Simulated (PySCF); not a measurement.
Quadrupolar nuclei of `CC/C=C\[S-]` in NMR

Compound: C₄H₇S (charge -1).
Geometry (PBE0-D3(BJ)/def2-SVP, Å), atoms numbered from 1 in this order:
```
atom  x, y, z in Å
C1    -1.6354   -0.1843    0.2901
C2    -0.7050    0.2211   -0.8543
C3     0.5529   -0.5932   -0.9107
C4     1.6077   -0.3703   -0.0768
S5     1.7479    0.8234    1.1579
H6    -1.0841   -0.0474    1.2342
H7    -1.9342   -1.2439    0.2114
H8    -2.5548    0.4302    0.3256
H9    -1.2487    0.1795   -1.8188
H10   -0.4106    1.2731   -0.6766
H11    0.6078   -1.4204   -1.6323
H12    2.4719   -1.0469   -0.2220
```

Computed at PBE0/pcSseg-1 (PySCF, non-relativistic):

```csv
atom,environment,nucleus,spin I,Q (b),CQ = χzz (MHz),η
S5,sulfur bonded to C,33S,3/2,-0.0678,-36.359,0.526
```

Q: Recover the principal values of the field gradient from CQ = 234.96 MHz × Q × Vzz, η = (Vxx − Vyy)/Vzz and a zero trace.

A: The tensor is traceless, so η fixes the two smaller values:

```tsv
atom	Vxx (au)	Vyy (au)	Vzz (au)	Vzz (10²¹ V/m²)
S5	-0.541	-1.741	2.282	22.18
```

Q: Give the quadrupolar product PQ = |CQ|√(1 + η²/3), the quadrupolar frequency νQ = 3|CQ|/[2I(2I − 1)] and the Larmor frequency ν0 = |g| × 7.62259 MHz/T × B at 11.75 T, with g(33S) = 0.42921.

A: 
```tsv
atom	PQ (MHz)	νQ (MHz)	ν0 (MHz)	νQ/ν0
S5	38.00	18.18	38.44	0.473
```

For S5: PQ = 36.36 × 1.0451, νQ = 36.36 × 0.5000, ν0 = 3.2717 MHz/T × 11.75 T.

For S5 νQ isn't small against ν0, so the high-field expansions of solid-state NMR fail there at this field.

The couplings are those of the rigid, isolated species; surroundings and motion change them. The pcSseg-1 basis has no diffuse functions, a weakness for an anion. The HOMO energy is positive at this level (+0.09 eV), so the outermost electrons may be held by the finite basis alone. The basis is small and wasn't made for field gradients, so the couplings can be 20 % off.

One conformer stands for the species.
